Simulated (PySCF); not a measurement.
Compound: C₃H₇P.
SMILES with atom numbers: `[CH3:1][P:2]1[CH2:3][CH2:4]1` (hydrogens: H5, H6, H7 on C1; H8, H9 on C3; H10, H11 on C4)

Cartesian coordinates in Å at the PBE0-D3(BJ)/def2-SVP level; atoms count from 1:
```xyz
11
C3H7P angstrom
C      1.5363    0.1522    0.0932
P     -0.0475   -0.2441    0.9770
C     -1.1109   -0.7566   -0.4511
C     -1.2554    0.6852   -0.0765
H      1.3839    0.3820   -0.9723
H      2.2247   -0.7027    0.1745
H      2.0178    1.0170    0.5755
H     -1.9376   -1.4328   -0.2113
H     -0.6125   -0.9997   -1.3950
H     -2.1828    0.9967    0.4150
H     -0.8533    1.4392   -0.7605
```

Computed with PySCF at B3LYP/def2-SVPD, non-relativistic, on one gas-phase PBE0-D3(BJ)/def2-SVP geometry that isn't relaxed in the solvent. The solvent is an IEF-PCM continuum (cavity from Bondi-type radii × 1.2), and excitations are vertical TDDFT with non-equilibrium linear response and a frozen core. The model holds no explicit solvent molecules, cavitation or dispersion.

Gas-phase singlets (H = HOMO, L = LUMO):

| state | E (eV) | λ (nm) | f | leading configurations |
| --- | --- | --- | --- | --- |
| S1 | 6.452 | 192 | 0.033 | H→L 94% |
| S2 | 6.659 | 186 | 0.012 | H→L+2 65%, H-1→L 23% |
| S3 | 6.669 | 186 | 0.031 | H→L+1 87%, H→L+2 11% |
| S4 | 6.800 | 182 | 0.012 | H-1→L+2 52%, H-1→L+1 42% |
| S5 | 6.950 | 178 | 0.008 | H-1→L+1 55%, H-1→L+2 44% |

Problem. Give the list for acetonitrile (ε = 35.69), n² = 1.81.

Solution. 
| state | E (eV) | λ (nm) | f | leading configurations | change by rank (eV) |
| --- | --- | --- | --- | --- | --- |
| S1 | 6.445 | 192 | 0.049 | H→L 95% | -0.007 |
| S2 | 6.684 | 185 | 0.023 | H→L+1 55%, H-1→L 33% | +0.025 |
| S3 | 6.788 | 183 | 0.016 | H-1→L+1 86%, H-1→L+2 10% | +0.119 |
| S4 | 6.909 | 179 | 0.076 | H→L+2 54%, H→L+1 34% | +0.109 |
| S5 | 7.132 | 174 | 0.007 | H-1→L+2 90%, H-1→L+1 10% | +0.182 |

Problem. How do the frontier levels move from gas to acetonitrile?

Solution. 
```csv
orbital,gas (eV),solvent (eV),change (eV)
LUMO+2,0.72,0.91,+0.19
LUMO+1,0.60,0.73,+0.13
LUMO,0.44,0.45,+0.01
HOMO,-6.87,-6.91,-0.04
HOMO-1,-7.23,-7.17,+0.06
HOMO-2,-8.84,-8.73,+0.11
HOMO-3,-10.05,-9.89,+0.16
```

The HOMO–LUMO gap goes from 7.31 to 7.36 eV. Rows go by rank; for LUMO, LUMO+1 and LUMO+2 the atom shares or the degeneracy differ between the runs, so the row needn't follow one orbital.

On an Arm Neoverse N1 with one thread (shared host), this took 17 s and 0.66 GiB of memory at its peak. This is the whole response run at B3LYP/def2-SVPD in acetonitrile, SCF included.
